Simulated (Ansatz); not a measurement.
Species: NF3, charge 1, multiplicity 2. SMILES of the parent species: FN(F)F
Structure (B3LYP-D3(BJ)/def2-TZVP (Ansatz, an electronic-structure program) minimum search):
```xyz
4

F      1.2158    -0.2650    -0.0689
N      0.0009     0.0029     0.2604
F     -0.3795     1.1844    -0.0794
F     -0.8370    -0.9217    -0.0542
```
Charge +1, spin multiplicity 2.

Parts of the frozen-core correlation energy in aug-cc-pVDZ (Ansatz, hartree). Frozen orbitals: 4; correlated occupied orbitals by spin: 13 and 12; virtual: 75 and 76. UHF or UKS for open shells. Spin-orbit coupling is left out. No relativistic terms.

| term | value |
|---|---|
| reference (HF) | -352.16458 |
| MP2 opposite-spin | -0.54586 |
| MP2 same-spin | [?] |
| CCSD correlation | [?] |
| (T) | [?] |
| T1 diagnostic | 0.023 |
| largest doubles amplitude | 0.024 |
| <S^2> of the reference | 0.765 |

**Question.** Fill in the missing entries.

**Answer.** 
- MP2 same-spin, value: -0.21076
- CCSD correlation, value: -0.77040
- (T), value: -0.02527
